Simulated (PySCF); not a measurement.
1,3,5-Triazine, C₃H₃N₃, SMILES c1ncncn1, point group D3h.

Level: PBE0/pcSseg-1 in PySCF (density fitting, grid level 2); geometry and Hessian at that level, cubic constants and property derivatives from steps of ±0.6 along each species' dimensionless normal coordinates, second-order vibrational perturbation theory. The parent has the commonest isotopes.

Equilibrium geometry (Å):

```json
{"atom": "C1", "x": "1.1911", "y": "-0.5041", "z": "0.0044"}
{"atom": "N2", "x": "0.1694", "y": "-1.3534", "z": "-0.0347"}
{"atom": "C3", "x": "-1.0249", "y": "-0.7701", "z": "-0.0490"}
{"atom": "N4", "x": "-1.2499", "y": "0.5397", "z": "-0.0277"}
{"atom": "C5", "x": "-0.1481", "y": "1.2821", "z": "0.0110"}
{"atom": "N6", "x": "1.0986", "y": "0.8217", "z": "0.0289"}
{"atom": "H7", "x": "2.1936", "y": "-0.9326", "z": "0.0177"}
{"atom": "H8", "x": "-1.8969", "y": "-1.4239", "z": "-0.0811"}
{"atom": "H9", "x": "-0.2786", "y": "2.3645", "z": "0.0298"}
```

Species: parent. Output of the displacement run:

```
mode    cm-1    km/mol   phi_rrr   E(+)/cm-1  E(-)/cm-1
  1    348.91     0.00       0.1      63.20      63.36
  2    349.14     0.00       0.0      63.32      63.31
  3    694.76    18.35      -7.1     124.80     125.32
  4    694.77    18.35      -6.7     124.82     125.31
  5    764.60    40.28       0.0     137.82     137.82
  6    954.32     0.06       0.1     172.34     172.33
  7   1030.25     0.00      74.2     188.12     182.78
  8   1048.25     0.00      -0.0     189.82     189.86
  9   1048.36     0.00      -0.3     189.91     189.79
 10   1161.24     0.00     -56.9     206.97     211.06
 11   1214.14     1.75      12.8     219.09     218.16
 12   1214.42     1.76     -62.7     216.41     220.93
 13   1220.31     0.00       0.2     220.26     220.24
 14   1394.51     0.00      -0.2     252.02     250.70
 15   1453.35    59.80      -1.0     261.67     261.74
 16   1453.55    59.73       0.9     261.76     261.70
 17   1635.63   154.42     130.8     299.26     289.84
 18   1635.92   154.51      75.1     297.30     291.90
 19   3191.03    13.90     821.5     606.60     547.62
 20   3191.15    13.90    -266.7     567.39     586.54
 21   3195.12     0.01    1120.7     617.23     536.62
```

For the shielding of N6 (σe = -56.09 ppm):

```json
{"mode": "1", "ω (cm⁻¹)": "349", "Σr φrrs (cm⁻¹)": "0", "∂σ/∂q": "-0.004", "∂²σ/∂q²": "0.417"}
{"mode": "2", "ω (cm⁻¹)": "349", "Σr φrrs (cm⁻¹)": "0", "∂σ/∂q": "-0.005", "∂²σ/∂q²": "2.377"}
{"mode": "3", "ω (cm⁻¹)": "695", "Σr φrrs (cm⁻¹)": "0", "∂σ/∂q": "-0.911", "∂²σ/∂q²": "-0.993"}
{"mode": "4", "ω (cm⁻¹)": "695", "Σr φrrs (cm⁻¹)": "-2", "∂σ/∂q": "0.238", "∂²σ/∂q²": "-1.884"}
{"mode": "5", "ω (cm⁻¹)": "765", "Σr φrrs (cm⁻¹)": "1", "∂σ/∂q": "-0.002", "∂²σ/∂q²": "-1.055"}
{"mode": "6", "ω (cm⁻¹)": "954", "Σr φrrs (cm⁻¹)": "1", "∂σ/∂q": "-0.006", "∂²σ/∂q²": "-5.354"}
{"mode": "7", "ω (cm⁻¹)": "1030", "Σr φrrs (cm⁻¹)": "681", "∂σ/∂q": "3.282", "∂²σ/∂q²": "-0.936"}
{"mode": "8", "ω (cm⁻¹)": "1048", "Σr φrrs (cm⁻¹)": "0", "∂σ/∂q": "-0.002", "∂²σ/∂q²": "-4.347"}
{"mode": "9", "ω (cm⁻¹)": "1048", "Σr φrrs (cm⁻¹)": "0", "∂σ/∂q": "0.001", "∂²σ/∂q²": "-2.367"}
{"mode": "10", "ω (cm⁻¹)": "1161", "Σr φrrs (cm⁻¹)": "-806", "∂σ/∂q": "-14.754", "∂²σ/∂q²": "-1.784"}
{"mode": "11", "ω (cm⁻¹)": "1214", "Σr φrrs (cm⁻¹)": "1", "∂σ/∂q": "-0.895", "∂²σ/∂q²": "-0.642"}
{"mode": "12", "ω (cm⁻¹)": "1214", "Σr φrrs (cm⁻¹)": "0", "∂σ/∂q": "-13.859", "∂²σ/∂q²": "-1.393"}
{"mode": "13", "ω (cm⁻¹)": "1220", "Σr φrrs (cm⁻¹)": "0", "∂σ/∂q": "0.373", "∂²σ/∂q²": "3.731"}
{"mode": "14", "ω (cm⁻¹)": "1395", "Σr φrrs (cm⁻¹)": "0", "∂σ/∂q": "-0.014", "∂²σ/∂q²": "-0.443"}
{"mode": "15", "ω (cm⁻¹)": "1453", "Σr φrrs (cm⁻¹)": "1", "∂σ/∂q": "-4.033", "∂²σ/∂q²": "-1.201"}
{"mode": "16", "ω (cm⁻¹)": "1454", "Σr φrrs (cm⁻¹)": "0", "∂σ/∂q": "-17.295", "∂²σ/∂q²": "-0.847"}
{"mode": "17", "ω (cm⁻¹)": "1636", "Σr φrrs (cm⁻¹)": "-2", "∂σ/∂q": "5.450", "∂²σ/∂q²": "-0.722"}
{"mode": "18", "ω (cm⁻¹)": "1636", "Σr φrrs (cm⁻¹)": "1", "∂σ/∂q": "-14.871", "∂²σ/∂q²": "-1.367"}
{"mode": "19", "ω (cm⁻¹)": "3191", "Σr φrrs (cm⁻¹)": "28", "∂σ/∂q": "0.736", "∂²σ/∂q²": "-0.269"}
{"mode": "20", "ω (cm⁻¹)": "3191", "Σr φrrs (cm⁻¹)": "6", "∂σ/∂q": "0.086", "∂²σ/∂q²": "-0.404"}
{"mode": "21", "ω (cm⁻¹)": "3195", "Σr φrrs (cm⁻¹)": "1015", "∂σ/∂q": "-1.534", "∂²σ/∂q²": "-0.280"}
```

Q: Work out the zero-point average of this shielding.

A: With ⟨qs⟩ = −Σr φrrs/(4ωs) and ⟨qs²⟩ = 1/2: the mean displacements are 0.000, 0.000, 0.000, 0.001, 0.000, 0.000, -0.165, 0.000, 0.000, 0.173, 0.000, 0.000, 0.000, 0.000, 0.000, 0.000, 0.000, 0.000, -0.002, 0.000, -0.079. The anharmonic term Σ (∂σ/∂q)⟨q⟩ is -2.98 ppm, the harmonic term ¼ Σ ∂²σ/∂q² is -4.94 ppm, so ⟨σ⟩ = -64.01 ppm.
